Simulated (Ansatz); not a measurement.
in.yaml

```yaml
crystal:
  periodic: [false, false, false]
  atoms:
    - {symbol: B, position_ang: [0.000000, -0.104832, 0.802428]}
    - {symbol: C, position_ang: [0.000000, -0.044574, -0.723222]}
    - {symbol: H, position_ang: [0.000000, 0.894880, 1.472485]}
    - {symbol: H, position_ang: [0.000000, 0.760676, -1.461216]}
basis:
  gaussian: {orbitals: cc-pVTZ}
total_charge: 1
magnetization: {spin_polarized: false, initial_magnetization: 4}
correlation: {method: fic_mrcisd_q_relaxed, electrons: outside_noble_gas, active_space: {window: {electrons: 8, orbitals: 10}, shells: [{species: B, l: s, shell: 2}, {species: B, l: p, shell: 2}, {species: C, l: s, shell: 2}, {species: C, l: p, shell: 2}, {species: H, l: s, shell: 1}]}}
```

```sh
$ ansatz run in.yaml --threads 2 --pin off --events-out ev --progress --plain --max-ram 15360MiB --backend cuda --devices 0, --max-vram 18GiB
```

Task: Roughly how long does this take on 2 threads of AMD EPYC 7R13 with a shared H100 80 GB, shared host, and how much host memory?

Result: 18 s wall and 0.88 GiB.

```
1094 factors; integrals over basis functions are off by at most 1.8e-7 eV
mean field evaluation 1: about -1715.4803 eV, gradient 1.4e1 eV
mean field evaluation 2: about -1715.4838 eV, gradient 1.4e1 eV
mean field evaluation 4: about -1716.8302 eV, gradient 3.5e0 eV
mean field evaluation 8: about -1716.9435 eV, gradient 6.2e-1 eV
mean field evaluation 16: about -1717.0546 eV, gradient 4.3e-1 eV
mean field evaluation 32: about -1716.3723 eV, gradient 7.0e0 eV
mean field -1717.05959105 eV, -63.1007761062 hartree, gradient 3.5e-6 eV, S^2 6.000000; 1 other end points of the search recorded, 0 dependent functions left out
reference -1717.05959105 eV, -63.1007761062 hartree; 8, 4 occupied and 80, 84 virtual orbitals, 1094 factors
state -1719.08598933 eV, -63.1752448697 hartree
contracted CI cycle   1: correlation -0.00000000 eV, -0.0000000000 hartree, residual 1.69e1 eV
contracted CI cycle   2: correlation -2.89868466 eV, -0.1065246963 hartree, residual 3.18e0 eV
contracted CI cycle   3: correlation -3.01145055 eV, -0.1106687665 hartree, residual 1.12e0 eV
contracted CI cycle   4: correlation -3.02717511 eV, -0.1112466333 hartree, residual 5.40e-1 eV
contracted CI cycle   5: correlation -3.03205427 eV, -0.1114259391 hartree, residual 3.31e-1 eV
contracted CI cycle   6: correlation -3.03457484 eV, -0.1115185685 hartree, residual 2.49e-1 eV
contracted CI cycle   7: correlation -3.03547090 eV, -0.1115514982 hartree, residual 1.39e-1 eV
contracted CI cycle   8: correlation -3.03571159 eV, -0.1115603432 hartree, residual 5.98e-2 eV
contracted CI cycle   9: correlation -3.03575571 eV, -0.1115619645 hartree, residual 2.57e-2 eV
contracted CI cycle  10: correlation -3.03576402 eV, -0.1115622701 hartree, residual 1.03e-2 eV
contracted CI cycle  11: correlation -3.03576539 eV, -0.1115623205 hartree, residual 4.40e-3 eV
contracted CI cycle  12: correlation -3.03576565 eV, -0.1115623300 hartree, residual 2.03e-3 eV
contracted CI cycle  13: correlation -3.03576571 eV, -0.1115623320 hartree, residual 9.57e-4 eV
state -1719.08598933 eV, -63.1752448697 hartree; corrected -1722.25938576 eV, -63.2918650373 hartree
Total energy: -1722.25938576 eV, -63.2918650373 hartree
Checks for a lower state left out: starts, orbital_swaps
```

Natural occupations: 1.9752 1.9486 1.0185 0.9968 0.9892 0.9819 0.0306 0.0246 0.0218 0.0128.

For the same geometry and basis UCCSDT(Q) lies 5.2 meV lower.
